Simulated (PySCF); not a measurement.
# Computed spin Hamiltonian

Compound: CCl3 (doublet state).
Structure used (PBE0-D3(BJ)/def2-SVP), in Å, numbered top down from 1:
```
atom  x, y, z in Å
Cl1   -1.0835   -1.2852   -0.0885
C2     0.0035    0.0032    0.2112
Cl3    1.6647   -0.2975   -0.0732
Cl4   -0.5643    1.5891   -0.0952
```

As a line formula: `Cl[C](Cl)Cl` [radical].

Computed with PySCF, UKS B3LYP, IGLO-III on C Cl, non-relativistic, mean-field spin-orbit, GIAO. Isolated species at its PBE0-D3(BJ)/def2-SVP geometry, gas phase. The SCF solution wasn't tested for stability.

```
g1, g2, g3                      : 1.99998, 2.01438, 2.01438
g_iso                           : 2.00958
Form of g                       : axial
⟨S²⟩                            : 0.7543 (exact 0.7500)
HOMO–LUMO gap, α and β orbitals : 5.12, 6.00 eV
Total energy                    : -1418.72502 Eh
```

Isotropic coupling and dipolar principal values T1 to T3, in MHz; ρ(0) is the spin density at the nucleus:

| atom | isotope | a_iso | of which spin–orbit | T1 | T2 | T3 | Mulliken spin population | ρ(0) (bohr⁻³) |
| --- | --- | --- | --- | --- | --- | --- | --- | --- |
| Cl1 | 35Cl | 16.6 | 0.2 | -26.8 | -17.7 | 44.5 | 0.08 | 0.0375 |
| C2 | 13C | 343.7 | 0.9 | -71.5 | -71.5 | 143.0 | 0.75 | 0.3050 |
| Cl3 | 35Cl | 16.6 | 0.2 | -26.8 | -17.7 | 44.5 | 0.08 | 0.0374 |
| Cl4 | 35Cl | 16.6 | 0.2 | -26.8 | -17.7 | 44.5 | 0.08 | 0.0375 |

The Mulliken spin populations are largest on C2 (+0.75), Cl3 (+0.08), Cl4 (+0.08) and Cl1 (+0.08). No atom but C2 exceeds +0.15. The angles at C2 add up to 351.2°, so it is slightly pyramidal.

Under fast tumbling the dipolar parts average out, and these isotropic splittings remain: 3 × 35Cl (Cl1/Cl3/Cl4, I = 3/2, 10 lines) with 0.59 mT.

Main isotope only: 35Cl (natural samples also hold 24 % 37Cl, magnetic too, which adds its own pattern).

The 13C coupling of C2 (343.7 MHz) shows only in satellite lines or after enrichment, since that isotope makes up about 1.07 % of natural carbon.
